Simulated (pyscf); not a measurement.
Elementary routes open to [HN=SiH]• + H₂ in the gas phase (doublet surface):
A. H₂N–SiH₂• (H–H broken; H–N, H–Si formed)
B. HN=SiH₂ + H• (H–H broken; H–Si formed)
C. H₂N–SiH: [singlet] + H• (H–H broken; H–N formed)

PySCF, gas phase, ωB97X-D3(BJ)/def2-SVP geometries.

Problem. Rank the routes by free-energy barrier at 900 K, lowest first, for ωB97M-D3(BJ)/def2-TZVP energies (ideal gas, 1 atm, RRHO with modes under 100 cm⁻¹ raised to 100, one conformer, R ln 2 for chiral ones without a mode under 150 cm⁻¹).

Solution. C (1.80 eV), B (2.06 eV), A (2.53 eV)

Route C is the fastest of these, ahead of the next by 0.26 eV. The most stable products are those of A (ΔG = -0.73 eV), whose barrier is 0.73 eV higher: the kinetic and the thermodynamic product differ. At 298 K C is still the fastest. Only these routes are compared; each barrier is that of the saddle found, and lower ones may exist.
